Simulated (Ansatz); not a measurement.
One stationary structure of Ge. Space group Fd-3m (No. 227), diamond type. All values below come from r2SCAN (plane waves to 500 eV, PAW, scalar-relativistic; Ansatz, a first-principles code).

```xyz
2
Lattice="0.0000 2.8367 2.8367 2.8367 0.0000 2.8367 2.8367 2.8367 0.0000" Properties=species:S:1:pos:R:3 pbc="T T T"
Ge     1.4184     1.4184     1.4184
Ge     0.0000     0.0000     0.0000
```

- Volume per atom = 22.83 Å³
- Density = 5.28 g/cm³
- Band gap = 0.36 eV, direct at Γ (no spin-orbit coupling)
- Shortest distances = Ge–Ge 2.46 Å
- k-mesh = 10×10×10

No spin polarisation in the result.

Measured for Ge: a 5.644 Å (static lattice; corrected from measurement; as listed in Daniel Mejia-Rodriguez, S. B. Trickey, Phys. Rev. B (2018)); gap 0.792 eV (static lattice; corrected from measurement; as listed in Anna Miglio et al., npj Computational Materials (2020)). Computed minus measured — a: r2SCAN +0.5 %; gap: r2SCAN -0.43 eV. The computed values are for a static lattice, and a measured gap can be an optical one, lowered by exciton binding.

It was reached from a disturbed copy of a P6₃/mmc (No. 194) cell, against which it lies -0.63 eV/atom.
